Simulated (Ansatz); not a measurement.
Worked example: NH, quintet against NH, triplet

Geometry (PBE0/def2-TZVP stationary point of a triplet), kept for both states (NH, triplet: Σ⁻; NH, quintet: Σ⁻):

```xyz
2

N     0.0000    0.0000    0.0000
H     0.0000    0.0000    1.0397
```

Basis aug-cc-pVDZ; Ansatz 0.2.0. Only valence electrons are correlated (noble-gas cores frozen). Prefix R: restricted or restricted open-shell reference; prefix U: unrestricted.

Full CI is exact within this basis and frozen core; it isn't the basis-set limit. The frozen core follows each run's orbitals, which can shift R against U totals by a few meV.

```csv
level,"E(NH, triplet) (hartree)","E(NH, quintet) (hartree)"
UHF,-54.971940,-54.698452
UMP2,-55.082564,-54.777176
UCCSD(T),-55.105656,-54.797494
PBE,-55.159920,-54.842822
r2SCAN,-55.202303,-54.891092
full CI,-55.106168,-54.797881
```

Problem. Give the vertical gap, NH quintet less NH triplet, at each level in eV (1 hartree = 27.2114 eV), and each error against full CI.

Solution. full CI: (-54.797881 − (-55.106168)) × 27.2114 = 8.389 eV (the reference)
r2SCAN: (-54.891092 − (-55.202303)) × 27.2114 = 8.468 eV, error 0.079 eV
PBE: (-54.842822 − (-55.159920)) × 27.2114 = 8.629 eV, error 0.240 eV
UCCSD(T): (-54.797494 − (-55.105656)) × 27.2114 = 8.386 eV, error -0.003 eV
UMP2: (-54.777176 − (-55.082564)) × 27.2114 = 8.310 eV, error -0.079 eV
UHF: (-54.698452 − (-54.971940)) × 27.2114 = 7.442 eV, error -0.947 eV

Total energies of functionals can't be set beside those of wave-function methods, since they hold the core's correlation and their own absolute errors; only the differences compare.

In so small a basis the reference is far from its limit while semilocal and hybrid functionals are nearer theirs, so the functionals' errors here hold much of the reference's basis and frozen-core error, which can add to them or hide them.

Each level lands on the state that its own search finds. T1 diagnostics of restricted CCSD: 0.021 and 0.024.
